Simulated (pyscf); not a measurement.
Thermochemistry of product channels of O=Ge: [singlet] + HF on the singlet surface, in eV, from CCSD(T)/def2-TZVPP + ΔMP2(QZVPP) energies (ideal gas, 1 atm, RRHO with modes under 100 cm⁻¹ raised to 100, one conformer, R ln 2 for rigid chiral ones). Structures and frequencies: ωB97X-D3(BJ)/def2-SVP in PySCF. Correlated levels are frozen-core, on RHF or UHF. ΔMP2 is the change of the MP2 total energy from the triple- to the quadruple-zeta basis.

| products | ΔE | ΔH(298 K) | ΔG(600 K) | ΔG(900 K) |
|---|---|---|---|---|
| HO–Ge:–F [singlet] | -1.77 | -1.72 | -0.99 | -0.63 |
| O=GeH–F | +0.15 | +0.12 | +0.87 | +1.24 |

These are energies of the channels, which say nothing of barriers. The CCSD(T) − MP2 part came from Ansatz, without density fitting, on the same reference. The frozen core leaves the outer d or s,p core shells of the metals and heavy elements correlated in the MP2 and CC values, and def2-TZVPP describes them poorly, which can shift differences by a few kcal/mol. Elements up to Kr have no core potential and no relativistic terms here.
